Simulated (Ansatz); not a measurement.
# C8H18: vertical ionisation energy

How much energy removes an electron from C8H18 at fixed geometry? The cation is run at each level and the neutral's energy taken from earlier runs.

Program: Ansatz 0.2.0, Gaussian basis. Level of theory: unrestricted cation, the program's frozen cores in correlated methods. These are calculated values, not measurements.

The runs, in order: UKS PBE-D4/def2-TZVPP; UKS r2SCAN-D4/def2-TZVPP; UKS PBE0-D4/def2-TZVPP; UKS B3LYP-D4/def2-TZVPP; UKS wB97X-V/def2-TZVPP; UKS wB97M-V/def2-TZVPP; UKS B2PLYP/def2-TZVPP; UHF-CCSD(T)/def2-TZVPP; UHF-MP2/def2-QZVPP; extrapolation to the limit; then −ε(HOMO) from the neutral's earlier runs with LDA (SPW92), PBE-D4, revPBE-D4, BLYP-D4, r2SCAN-D4, B97M-V, PBE0-D4, B3LYP-D4, r2SCANh-D4, r2SCAN0-D4, HSE06-D4, BHLYP-D4, CAM-B3LYP-D4, LC-ωPBE, ωB97X-V, ωB97M-V.

## (1) Structure used throughout

An earlier PBE0-D4 in a triple-zeta def2 set relaxation fixed the geometry.

SMILES `CCCC(CC)CC`, 26 atoms, charge 0, spin multiplicity 1.

Atoms are counted from 1 here; the program's logs count them from 0.

Bond lengths: C1–C2 1.519 Å, C1–H9 1.094 Å, C1–H10 1.093 Å, C1–H11 1.094 Å, C2–C3 1.520 Å, C2–H12 1.095 Å, C2–H13 1.097 Å, C3–C4 1.527 Å, C3–H14 1.098 Å, C3–H15 1.095 Å, C4–C5 1.529 Å, C4–C7 1.532 Å, C4–H16 1.100 Å, C5–C6 1.520 Å, C5–H17 1.096 Å, C5–H18 1.096 Å, C6–H19 1.092 Å, C6–H20 1.094 Å and more. Angles: C2–C1–H9 111.0°, C2–C1–H10 111.7°, C2–C1–H11 111.1°, H9–C1–H10 107.7°, H9–C1–H11 107.4°, H10–C1–H11 107.7°, C1–C2–C3 112.5°, C1–C2–H12 109.2°, C1–C2–H13 109.7°, C3–C2–H12 110.0°, C3–C2–H13 109.2°, H12–C2–H13 106.0°, C2–C3–C4 115.0°, C2–C3–H14 109.3°, C2–C3–H15 108.2°, C4–C3–H14 109.4°, C4–C3–H15 108.8°, H14–C3–H15 105.6° and more.

## (2) Cation, UKS PBE-D4/def2-TZVPP

Input file in.yaml:

```yaml
crystal:
  periodic: [false, false, false]
  atoms:
    - {symbol: C, position_ang: [-1.288569, -2.591023, -1.387903]}
    - {symbol: C, position_ang: [-1.012353, -1.100592, -1.289719]}
    - {symbol: C, position_ang: [0.012053, -0.767781, -0.216664]}
    - {symbol: C, position_ang: [0.430418, 0.699918, -0.156200]}
    - {symbol: C, position_ang: [1.501477, 0.936860, 0.909081]}
    - {symbol: C, position_ang: [2.832457, 0.259068, 0.626811]}
    - {symbol: C, position_ang: [-0.754859, 1.652885, 0.026677]}
    - {symbol: C, position_ang: [-1.588389, 1.421185, 1.277561]}
    - {symbol: H, position_ang: [-1.667195, -2.983268, -0.439564]}
    - {symbol: H, position_ang: [-2.029959, -2.814518, -2.158592]}
    - {symbol: H, position_ang: [-0.377748, -3.145560, -1.631091]}
    - {symbol: H, position_ang: [-1.950315, -0.572581, -1.089837]}
    - {symbol: H, position_ang: [-0.655215, -0.727081, -2.256994]}
    - {symbol: H, position_ang: [-0.374331, -1.077921, 0.762680]}
    - {symbol: H, position_ang: [0.901661, -1.382397, -0.390427]}
    - {symbol: H, position_ang: [0.882714, 0.949164, -1.127352]}
    - {symbol: H, position_ang: [1.666007, 2.016862, 0.998415]}
    - {symbol: H, position_ang: [1.126507, 0.606382, 1.884420]}
    - {symbol: H, position_ang: [2.749847, -0.829804, 0.636060]}
    - {symbol: H, position_ang: [3.222458, 0.553257, -0.352169]}
    - {symbol: H, position_ang: [3.578808, 0.533476, 1.375975]}
    - {symbol: H, position_ang: [-1.404356, 1.591910, -0.852070]}
    - {symbol: H, position_ang: [-0.366968, 2.677644, 0.037992]}
    - {symbol: H, position_ang: [-0.989409, 1.506072, 2.187291]}
    - {symbol: H, position_ang: [-2.393165, 2.156596, 1.347000]}
    - {symbol: H, position_ang: [-2.051586, 0.431248, 1.278630]}
basis:
  gaussian: {orbitals: def2-TZVPP}
total_charge: 1
magnetization: {spin_polarized: true, initial_magnetization: 1}
hamiltonian: {xc: pbe, dispersion: d4}
```

The runs that follow: Cation, UKS r2SCAN-D4/def2-TZVPP; Cation, UKS PBE0-D4/def2-TZVPP; Cation, UKS B3LYP-D4/def2-TZVPP; Cation, UKS wB97X-V/def2-TZVPP; Cation, UKS wB97M-V/def2-TZVPP; Cation, UKS B2PLYP (frozen core)/def2-TZVPP; Cation, UHF-CCSD(T)/def2-TZVPP; Cation, UHF-MP2/def2-QZVPP.

**Question.** What will the summary of the whole plan be? Wanted: ionisation energy, CCSD(T)/CBS; nearest functional by difference; nearest −ε(HOMO); −ε(HOMO) of PBE; T1 of the cation.

As calculated:

| quantity | value |
| --- | --- |
| ionisation energy, CCSD(T)/CBS | 10.78 eV |
| nearest functional by difference | ωB97X-V (-0.22 eV) |
| nearest −ε(HOMO) | ωB97X-V (+0.04 eV) |
| −ε(HOMO) of PBE | 7.09 eV |
| T1 of the cation | 0.047 |

In words: Energy differences with functionals land within 1.16 eV of the reference. −ε(HOMO) of PBE misses by 3.7 eV, since self-interaction lifts the level. Among orbital estimates ωB97X-V comes nearest. Hartree-Fock falls 0.60 eV short, as the neutral has more correlation energy than the cation. The cation's T1 (from the report) is 0.047, above the customary mark of 0.045 for open shells, so the coupled-cluster value is less safe.
